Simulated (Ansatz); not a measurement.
Mulliken charges of C2H5NS (`C1NCS1`) from PBE/def2-TZVPP in Ansatz (PBE0-D4/def2-TZVP geometry).

```json
{"atom": "C1", "x (Å)": "-0.318", "y (Å)": "0.853", "z (Å)": "-0.641", "charge (e)": "-0.084"}
{"atom": "N2", "x (Å)": "0.808", "y (Å)": "0.048", "z (Å)": "-0.176", "charge (e)": "-0.211"}
{"atom": "C3", "x (Å)": "0.059", "y (Å)": "-0.993", "z (Å)": "0.522", "charge (e)": "-0.084"}
{"atom": "S4", "x (Å)": "-1.497", "y (Å)": "-0.503", "z (Å)": "-0.304", "charge (e)": "-0.146"}
{"atom": "H5", "x (Å)": "-0.261", "y (Å)": "1.135", "z (Å)": "-1.694", "charge (e)": "0.105"}
{"atom": "H6", "x (Å)": "-0.536", "y (Å)": "1.740", "z (Å)": "-0.034", "charge (e)": "0.093"}
{"atom": "H7", "x (Å)": "1.457", "y (Å)": "0.552", "z (Å)": "0.414", "charge (e)": "0.128"}
{"atom": "H8", "x (Å)": "0.381", "y (Å)": "-2.009", "z (Å)": "0.287", "charge (e)": "0.105"}
{"atom": "H9", "x (Å)": "-0.004", "y (Å)": "-0.869", "z (Å)": "1.610", "charge (e)": "0.093"}
```

Question: By hand: the dipole of these point charges (1 e Å = 4.8032 D).

Answer: Σ q r = (0.219, 0.135, 0.143) e Å, of length 0.294 e Å = 1.41 D.

Question: How does the dipole of the full density compare? (An estimate is asked.)

Answer: Computed: (0.237, 0.206, 0.250) e Å, 1.93 D; the point charges give 0.73 times that, at 12° from its direction.

Point charges leave out the atoms' own dipoles, such as those of lone pairs, and Mulliken's split depends on the basis, so the two needn't agree.
